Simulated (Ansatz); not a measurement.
A run of Ansatz (development build ahead of 0.2.0) on singlet C3H5(+) at this shape:

```yaml
atoms:
  - { symbol: C, position_ang: [-0.0096, -0.0021, -0.4907] }
  - { symbol: C, position_ang: [-0.0056, 1.1980, 0.2120] }
  - { symbol: C, position_ang: [0.0076, -1.1938, 0.2163] }
  - { symbol: H, position_ang: [-0.0091, -0.0029, -1.5843] }
  - { symbol: H, position_ang: [0.0090, 2.1624, -0.3000] }
  - { symbol: H, position_ang: [0.0000, 1.2078, 1.3177] }
  - { symbol: H, position_ang: [-0.0031, -2.1513, -0.2979] }
  - { symbol: H, position_ang: [-0.0041, -1.2040, 1.2995] }
```

Its results:

```json
{
  "Converged": "yes",
  "Reference energy": "-114.80876 hartree",
  "Correlation energy": "-0.16788 hartree",
  "Total energy": "-114.97664 hartree",
  "Spin squared of the determinant": "0.000"
}
```

Q: Which input gives this output? Name the method, the orbitals and the basis set, and write the input.

A: RHF-MP2 in STO-3G. An unrestricted run that stays on the closed shell gives the same numbers.

```yaml
crystal:
  periodic: [false, false, false]
  atoms:
    - { symbol: C, position_ang: [-0.00957, -0.00207, -0.49073] }
    - { symbol: C, position_ang: [-0.00563, 1.19804, 0.21204] }
    - { symbol: C, position_ang: [0.00755, -1.19376, 0.21631] }
    - { symbol: H, position_ang: [-0.00909, -0.00287, -1.58434] }
    - { symbol: H, position_ang: [0.00901, 2.16241, -0.3] }
    - { symbol: H, position_ang: [0.0, 1.20783, 1.31774] }
    - { symbol: H, position_ang: [-0.00311, -2.1513, -0.2979] }
    - { symbol: H, position_ang: [-0.00408, -1.20399, 1.2995] }
basis:
  gaussian: { orbitals: STO-3G }
total_charge: 1
hamiltonian:
  xc: hf
correlation:
  method: mp2
  frozen_orbitals: { C: 1, H: 0 }
```
